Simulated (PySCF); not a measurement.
# CH2O (Formaldehyde): the cost of one run

Programs: PySCF 2.14.0, with routines of our own; each step states its level. All values are computed. Atoms count from 0.

## (1) The starting structure

4 atoms, charge 0, multiplicity 1; geometry from: GFN2-xTB.

## (2) Geometry optimisation at PBE/def2-TZVP

What the job is given:

```
{"job": {"xc": "PBE", "basis": "def2-TZVP", "grid": 1, "kind": "geom"}, "charge": 0, "multiplicity": 1}
C      0.003175     0.001019    -0.005928
O      1.176539    -0.209213    -0.014559
H     -0.748437    -0.806190     0.003826
H     -0.421043     1.019157    -0.006192
```

Launch:

```sh
$ OMP_NUM_THREADS=1 python excited_run.py task.json out
```

The driver reads the jobs from task.json and runs them one after another.

**Question.** How long does this first job take on 1 thread of Arm Neoverse V1, shared host, and how much memory does it need?

About 2.8 s, with a peak of 0.28 GiB.
